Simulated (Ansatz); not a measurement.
in.yaml

```yaml
crystal:
  periodic: [false, false, false]
  atoms:
    - {symbol: Al, position_ang: [0.000000, 0.000000, 1.150006]}
    - {symbol: Al, position_ang: [0.000000, 0.000000, -1.150006]}
    - {symbol: H, position_ang: [0.000000, 0.000000, 2.724549]}
    - {symbol: H, position_ang: [0.000000, 0.000000, -2.724549]}
basis:
  gaussian: {orbitals: "6-31G*"}
magnetization: {spin_polarized: false, initial_magnetization: 2}
correlation: {method: sc_nevpt2, electrons: all, active_space: {window: {electrons: 8, orbitals: 2}}}
```

```sh
$ ansatz run in.yaml --threads 1 --pin off --events-out ev --progress --plain --max-ram 2393MiB
```

Q: One thing in this input was set wrong on purpose, beside settings that are merely unusual. What is the gravest fault, and what does the program do?

A: Impossible active window. How the run ends: stopped by an error.
```
394 factors; integrals over basis functions are off by at most 1.0e-3 eV
mean field evaluation 1: about -13193.5763 eV, gradient 8.9e0 eV
mean field evaluation 2: about -13193.5946 eV, gradient 9.0e0 eV
mean field evaluation 4: about -13194.3445 eV, gradient 5.0e-1 eV
mean field evaluation 8: about -13194.3463 eV, gradient 1.2e-5 eV
mean field evaluation 16: about -13194.1935 eV, gradient 1.5e0 eV
mean field -13194.34627294 eV, -484.8832820815 hartree, gradient 1.7e-6 eV, S^2 2.000000; 2 other end points of the search recorded, 0 dependent functions left out
reference -13194.34627294 eV, -484.8832820815 hartree; 15, 13 occupied and 27, 29 virtual orbitals, 394 factors
Error: 8 electrons in 2 orbitals form no window around the highest filled level of the reference
```
